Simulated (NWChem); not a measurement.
Total energies of ozone (O3)

```
O
O 1 1.2340
O 1 1.2340 2 118.53
```
Charge 0, spin multiplicity 1.

All runs are NWChem calculations. All single points use one geometry, from PBE0/def2-SVP, a minimum by its harmonic frequencies.

Basis set: cc-pVTZ (90 functions).

```json
[
 {"method": "RHF", "total energy (Ha)": "-224.35209"},
 {"method": "MP2", "total energy (Ha)": "-225.11406"},
 {"method": "B2PLYP", "total energy (Ha)": "-225.36982"},
 {"method": "PBE", "total energy (Ha)": "-225.30639"},
 {"method": "B3LYP", "total energy (Ha)": "-225.49798"},
 {"method": "BHandHLYP", "total energy (Ha)": "-225.35749"},
 {"method": "CCSD(T)", "total energy (Ha)": "-225.12940"}
]
```

Total energies of different functionals aren't comparable as a measure of quality: only differences taken within one method are. 

The correlated methods keep 3 core orbitals frozen. B3LYP has NWChem's definition, with VWN1-RPA local correlation. The species is likely to have several important configurations. Coupled-cluster values serve here as a point of comparison, not as the truth.
